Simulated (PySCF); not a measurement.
# Magnetisability: `O=C=S`, COS

Molfile (atoms numbered from 1):
```
COS
     RDKit          3D

  3  2  0  0  0  0  0  0  0  0999 V2000
   -1.2998    0.3172    0.0084 O   0  0  0  0  0  0  0  0  0  0  0  0
   -0.1675    0.0824    0.0105 C   0  0  0  0  0  0  0  0  0  0  0  0
    1.3637   -0.2352    0.0133 S   0  0  0  0  0  0  0  0  0  0  0  0
  1  2  2  0
  2  3  2  0
M  END
```

Method: GIAO B3LYP/cc-pVDZ magnetisability, rotational g tensor and spin-rotation constants, non-relativistic, gas phase (PySCF). Geometry: PBE0-D3(BJ)/def2-SVP.

**Question.** How diamagnetic is it, and how anisotropic?

**Answer.** Isotropic -588 × 10⁻³⁰ J/T², or -35.4 × 10⁻⁶ cm³/mol; principal values -673, -545, -545 × 10⁻³⁰ J/T², anisotropy 128 × 10⁻³⁰ J/T² (root of half the summed squared differences of the principal values). The susceptibility is in cgs units.

**Question.** Split it along the inertial axes a, b, c into diamagnetic and paramagnetic parts about the centre of mass, with the quadrupole moment.

**Answer.** 
```csv
axis,χ (10⁻⁶ cm³/mol),diamagnetic (10⁻⁶ cm³/mol),paramagnetic (10⁻⁶ cm³/mol),summed x² of all electrons (Å²),quadrupole Θ (D Å)
a,-40.6,-40.6,0.0,46.5,-1.11
b,-32.8,-217.7,184.9,4.8,+0.55
c,-32.8,-217.7,184.9,4.8,+0.55
```
Anisotropies 2χaa − χbb − χcc = -15.5 and 2χbb − χaa − χcc = +7.7 × 10⁻⁶ cm³/mol. Θ is traceless in Buckingham's convention.

**Question.** And the rotational g tensor?

**Answer.** 
```tsv
axis	rotational constant (GHz)	g	nuclear part	electronic part
b	6.0870	-0.0249	0.5039	-0.5288
c	6.0870	-0.0249	0.5039	-0.5288
```
Linear; isotopes 12C, 16O, 32S; no vibrational averaging.
